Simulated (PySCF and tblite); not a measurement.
Results of a calculation; reference values are marked as such.
1-piperideine, C₅H₉N, numbered as in [CH:1]1=[N:2][CH2:3][CH2:4][CH2:5][CH2:6]1.

Classical Langevin dynamics with GFN2-xTB (tblite), gas phase: time step 1.5 fs, H mass 4 u, friction 0.005 fs⁻¹, 400 steps to settle and 5000 to sample, one trajectory a temperature from the lowest conformer.

GIAO shieldings at B3LYP/pcSseg-1 (PySCF) on 11 frames a temperature; like atoms are averaged, and of two unlike H on one atom a is the less shielded at the minimum.

Question: How far do thermal motions move the shieldings from their values at the minimum?

Answer: 
```json
{"signal": "C1", "σ at minimum (ppm)": "16.1", "Δσ, 220 K": "-1.2 ± 0.9", "Δσ, 350 K": "-2.4 ± 2.0", "Δσ, 500 K": "-0.8 ± 2.0"}
{"signal": "N2", "σ at minimum (ppm)": "-119.4", "Δσ, 220 K": "-6.2 ± 3.5", "Δσ, 350 K": "-17.7 ± 4.4", "Δσ, 500 K": "-2.5 ± 5.5"}
{"signal": "C3", "σ at minimum (ppm)": "127.1", "Δσ, 220 K": "-0.2 ± 0.9", "Δσ, 350 K": "-1.6 ± 0.9", "Δσ, 500 K": "-1.2 ± 1.1"}
{"signal": "C4", "σ at minimum (ppm)": "154.1", "Δσ, 220 K": "-1.3 ± 1.4", "Δσ, 350 K": "-1.8 ± 1.0", "Δσ, 500 K": "-1.9 ± 1.7"}
{"signal": "C5", "σ at minimum (ppm)": "157.5", "Δσ, 220 K": "-0.5 ± 1.0", "Δσ, 350 K": "-3.5 ± 2.0", "Δσ, 500 K": "-2.1 ± 2.0"}
{"signal": "C6", "σ at minimum (ppm)": "148.4", "Δσ, 220 K": "-0.5 ± 1.3", "Δσ, 350 K": "-0.9 ± 1.6", "Δσ, 500 K": "-3.1 ± 2.0"}
{"signal": "H1", "σ at minimum (ppm)": "23.98", "Δσ, 220 K": "-0.30 ± 0.09", "Δσ, 350 K": "-0.26 ± 0.19", "Δσ, 500 K": "-0.31 ± 0.14"}
{"signal": "H3", "σ at minimum (ppm)": "27.84", "Δσ, 220 K": "-0.15 ± 0.14", "Δσ, 350 K": "-0.08 ± 0.13", "Δσ, 500 K": "-0.14 ± 0.14"}
{"signal": "H4", "σ at minimum (ppm)": "30.28", "Δσ, 220 K": "-0.25 ± 0.15", "Δσ, 350 K": "-0.44 ± 0.20", "Δσ, 500 K": "-0.34 ± 0.22"}
{"signal": "H5", "σ at minimum (ppm)": "30.19", "Δσ, 220 K": "0.00 ± 0.19", "Δσ, 350 K": "-0.45 ± 0.26", "Δσ, 500 K": "-0.43 ± 0.28"}
{"signal": "H6", "σ at minimum (ppm)": "29.79", "Δσ, 220 K": "-0.17 ± 0.12", "Δσ, 350 K": "-0.17 ± 0.21", "Δσ, 500 K": "-0.51 ± 0.29"}
```

Errors are standard errors over frames. Zero-point motion is missing, and a reference compound would move too.

Question: What do the single frames at 220 K give for H1?

Answer: 
```csv
t (fs),"V above the minimum, tight binding (kcal/mol)","E above it, DFT (kcal/mol)",torsions (°),σ (ppm)
940,10.7,10.4,none,23.82
1622,11.2,10.9,none,23.86
2304,9.6,8.8,none,23.53
2986,8.8,8.7,none,24.08
3668,6.2,7.1,none,24.04
4350,7.2,7.7,none,23.35
5032,6.2,5.4,none,23.80
5714,11.1,10.6,none,23.77
6396,8.1,8.3,none,23.59
7078,12.6,12.9,none,23.26
7760,8.6,8.9,none,23.34
```

Changes within two standard errors are not significant.

The study took 8.3 min on 1 thread of Arm Neoverse V1, on a host shared with other jobs (rough), peak memory 0.8 GiB, launched as `OMP_NUM_THREADS=1 python ens_run.py task.json out`.
